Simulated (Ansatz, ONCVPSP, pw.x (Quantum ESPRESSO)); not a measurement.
**Equation-of-state test of one ONCV potential (H)**

```json
{
  "Element": "H (Z = 1)",
  "Generator": "ONCVPSP 4.0.1",
  "Type": "optimised norm-conserving Vanderbilt (ONCV)",
  "Functional": "PBEsol",
  "Relativity": "scalar-relativistic",
  "Frozen core": "none",
  "Valence charge": "1",
  "Reference configuration": "1s0.5 (charge +0.5)",
  "Partial waves": "1s: rc 1.40 bohr, ncon 4, nbas 8, qcut 13.2 1/bohr, 2 projectors, debl 3.2 Ha; p scattering state at 0.36 Ha: rc 1.40 bohr, ncon 4, nbas 8, qcut 7.8 1/bohr, 2 projectors, debl 3.2 Ha",
  "Local potential": "polynomial inside 1.10 bohr (lpopt 3, dvloc0 2 Ha)",
  "Core correction": "none"
}
```

Crystal test: bcc H in pw.x 7.5, no spin, 18³ k-points, Fermi–Dirac smearing 0.01 Ry, cutoffs 65/260 Ry. The lattice is a test structure that the element need not adopt, and mesh and smearing are coarse.

pw.x input:

```
&control
  calculation='scf', prefix='x', pseudo_dir='./', outdir='./tmp', tstress=.true., disk_io='none'
/
&system
  ibrav=0, nat=1, ntyp=1, ecutwfc=65, ecutrho=260, nbnd=7,
  occupations='smearing', smearing='fd', degauss=0.01
/
&electrons
  conv_thr=1e-09, mixing_beta=0.4, electron_maxstep=70
/
ATOMIC_SPECIES
H 1.0 H.UPF
CELL_PARAMETERS angstrom
  -0.90623246 0.90623246 0.90623246
  0.90623246 -0.90623246 0.90623246
  0.90623246 0.90623246 -0.90623246
ATOMIC_POSITIONS crystal
H 0.0000 0.0000 0.0000
K_POINTS automatic
18 18 18 0 0 0
```

```bash
pw.x < H.scf.in > H.scf.out
```

**Question.** How does the run end?

**Answer.** It converges; the pressure is -1.49 GPa against -2.42 GPa from all-electron LAPW.  The log shows:

```
Message from routine setup:
     using ibrav=0 with symmetry is DISCOURAGED, use correct ibrav instead
     lattice parameter (alat)  =       2.9662  a.u.
     unit-cell volume          =      20.0898 (a.u.)^3
     number of electrons       =         1.00
     number of Kohn-Sham states=            7
     kinetic-energy cutoff     =      65.0000  Ry
     charge density cutoff     =     260.0000  Ry
     scf convergence threshold =      1.0E-09
     Exchange-correlation= PBESOL
     number of k points=   195  Fermi-Dirac smearing, width (Ry)=  0.0100
     iteration #  1     ecut=    65.00 Ry     beta= 0.40
     total energy              =      -1.07020280 Ry
     estimated scf accuracy    <       0.00141489 Ry
     iteration #  2     ecut=    65.00 Ry     beta= 0.40
     total energy              =      -1.07026919 Ry
     estimated scf accuracy    <       0.00052123 Ry
     iteration #  3     ecut=    65.00 Ry     beta= 0.40
     total energy              =      -1.07027070 Ry
     estimated scf accuracy    <          1.2E-09 Ry
     iteration #  4     ecut=    65.00 Ry     beta= 0.40
     the Fermi energy is     3.8249 ev
!    total energy              =      -1.07027070 Ry
     estimated scf accuracy    <          2.6E-10 Ry
     smearing contrib. (-TS)   =      -0.00043535 Ry
     The total energy is F=E-TS. E is the sum of the following terms:
     one-electron contribution =       0.63604445 Ry
     hartree contribution      =       0.01665632 Ry
     xc contribution           =      -0.66000554 Ry
     ewald contribution        =      -1.06253058 Ry
     convergence has been achieved in   4 iterations
          total   stress  (Ry/bohr**3)                   (kbar)     P=      -14.87
     Message from routine punch:
     Nothing written, as per user request (disk_io='none')
```
